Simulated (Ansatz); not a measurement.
Process, species as SMILES: [NH2] (NH2) → 2 H atom + N atom
B3LYP-D3(BJ)/def2-TZVP geometries, fixed; electronic energies without zero-point terms.
Largest species:
```xyz
3

N      0.0046     0.0019     0.1418
H     -0.0276     0.7996    -0.5065
H     -0.0044    -0.8126    -0.4860
```
Charge 0, spin multiplicity 2.

Basis-set convergence of the atomisation energy at HF with Ansatz (a program for electronic structure). All functions are spherical. Open shells are unrestricted. No added dispersion term, no relativity. Functions are those of the species that has most. Reference: the value in pcseg-4, 117.79 kcal/mol, itself unsure by roughly 0.17 kcal/mol (its mean distance from aug-pcseg-3, aug-cc-pVQZ, cc-pV5Z).

```
basis              functions  atomisation energy (kcal/mol)
-----------------  ---------  -----------------------------
STO-3G                     7                         116.27
3-21G                     13                              ?
6-31G                     13                          94.56
def2-SV(P)                18                         106.33
cc-pVDZ                   24                         111.27
def2-SVP                  24                         114.35
6-311G**                  30                              ?
aug-cc-pVDZ               41                              ?
6-311++G(2d,2p)           47                         116.95
def2-TZVPD                55                         116.34
def2-TZVPP                59                         116.86
jun-cc-pV(T+d)Z           67                         117.27
6-311++G(3df,3pd)         75                              ?
aug-pcseg-2               92                         117.84
cc-pVQZ                  115                         117.25
def2-QZVPP               117                         117.44
aug-cc-pVQZ              172                         117.62
cc-pV5Z                  201                         117.56
```

### Question
What belongs in the gaps?

### Answer

- 3-21G, atomisation energy (kcal/mol): 92.48
- 6-311G**, atomisation energy (kcal/mol): 113.52
- aug-cc-pVDZ, atomisation energy (kcal/mol): 114.89
- 6-311++G(3df,3pd), atomisation energy (kcal/mol): 117.74
